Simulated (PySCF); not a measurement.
Compound: (H2Al-mu-H)3.
Structure used (PBE0-D3(BJ)/def2-SVP), in Å, numbered top down from 1:
```
atom  x, y, z in Å
Al1   -0.659    0.951   -0.899
H2    -1.444    1.966   -1.804
H3    -0.830    1.188    0.877
H4     0.983    1.392   -0.376
Al5    0.765    0.484    1.176
H6     1.519   -0.763    0.163
H7     1.581    1.006    2.410
H8    -0.278   -0.964    1.441
Al9   -0.075   -1.457   -0.263
H10   -0.107   -2.992   -0.589
H11   -1.574   -0.530   -0.411
H12    0.236   -0.364   -1.675
```

Method: TDDFT wB97X-D/def2-SVPD, vertical, gas phase, core orbitals frozen in the response (PySCF 2.14.0, density-fitted response routines).

Orbital energies (eV): HOMO-3 -11.40, HOMO-2 -11.40, HOMO-1 -9.52, HOMO -9.51, LUMO 0.07, LUMO+1 0.93, LUMO+2 0.94.

Lowest singlets, with some entries withheld (?). The highest level found (7.72 eV, f 0.083 so far) is left out, since the window may have cut off a degenerate partner. Orbitals of the list HOMO-3 to LUMO+2 that lie within 0.01 eV of each other are written together with a slash and their weights summed (≥ marks a lower bound); for degenerate orbitals outside that list single weights are arbitrary.

```
state  λ (nm)       f         main configurations (H = HOMO, L = LUMO)
   S1   243.6  0.0000                                   H-1/H→L (≥93%)
   S2   243.4  0.0000                                   H-1/H→L (≥93%)
   S3   209.9  0.0000                             H-1/H→L+1/L+2 (≥88%)
   S4   203.9  0.0000                             H-1/H→L+1/L+2 (≥82%)
   S5   203.8  0.0001                             H-1/H→L+1/L+2 (≥82%)
   S6   202.0  0.0012                             H-1/H→L+1/L+2 (≥94%)
   S7   177.1  0.0000               H-1/H→L+3 (≥39%), H-1/H→L+4 (≥37%)
   S8       ?  0.0072                                 H-3/H-2→L (≥77%)
   S9       ?  0.0071                                 H-3/H-2→L (≥77%)
  S10       ?  0.0008               H-1/H→L+9 (≥45%), H-1/H→L+5 (≥36%)
  S11       ?  0.0008               H-1/H→L+9 (≥44%), H-1/H→L+5 (≥34%)
  S12       ?  0.0013                                 H-1/H→L+8 (≥76%)
  S13       ?  0.0011                                 H-1/H→L+8 (≥81%)
  S14       ?  0.0000  H-1/H→L+3 (≥28%), H-1/H→L+4 (≥23%), H-4→L (23%)
```

**Question.** What stands in place of each question mark?

**Answer.** 
- S8: λ = 171.1 nm
- S9: λ = 170.9 nm
- S10: λ = 167.2 nm
- S11: λ = 167.1 nm
- S12: λ = 165.6 nm
- S13: λ = 165.3 nm
- S14: λ = 163.6 nm

**Question.** Where do the lowest triplets lie (Tamm–Dancoff)?

**Answer.** T1 4.55 eV, H-1/H→L (≥93%); T2 4.56 eV, H-1/H→L (≥93%); T3 5.45 eV, H-1/H→L+1/L+2 (≥83%). E(S1) − E(T1) = +0.54 eV.

**Question.** How far apart are S7 and S10, in eV and cm⁻¹?

**Answer.** 7.417 − 7.001 = 0.416 eV, or about 3350 cm⁻¹.

**Question.** What is the vertical ionisation energy by ΔSCF at this level?

**Answer.** 9.76 eV; −ε(HOMO) is 9.51 eV.
